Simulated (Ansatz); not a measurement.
Reaction (SMILES): O (H2O) → H2O+ (doublet, bonded as O) + e-
B3LYP-D3(BJ)/def2-TZVP geometries, fixed; electronic energies without zero-point terms.

Basis-set convergence of the adiabatic ionisation energy at CCSD(T) with Ansatz (an electronic-structure program). Cartesian d functions, on some or all atoms, in 6-31G*, 6-31G**; all else is spherical. Cores are frozen. Open shells are unrestricted. No added dispersion term, no relativity. Functions are those of the species that has most. Reference: Hartree-Fock in aug-cc-pVQZ plus the correlation part extrapolated as X^-3 from aug-cc-pVTZ and aug-cc-pVQZ, 12.691 eV, itself unsure by roughly 0.017 eV (a third of the extrapolation step and of the last Hartree-Fock step). Deviations are taken from unrounded values.

```tsv
basis	functions	adiabatic ionisation energy (eV)	minus reference (eV)
pcseg-0	13	11.422	-1.268
6-31G*	19	11.832	-0.859
6-31G**	25	11.938	-0.753
6-311G**	30	12.044	-0.647
6-311+G**	34	12.308	-0.383
def2-TZVP	43	12.372	-0.319
cc-pVTZ	58	12.387	-0.304
def2-TZVPD	58	12.483	-0.208
def2-TZVPPD	74	12.541	-0.150
6-311++G(3df,3pd)	75	12.574	-0.117
aug-pcseg-2	92	12.564	-0.127
def2-QZVPP	117	12.602	-0.088
pcseg-3	126	12.622	-0.068
```
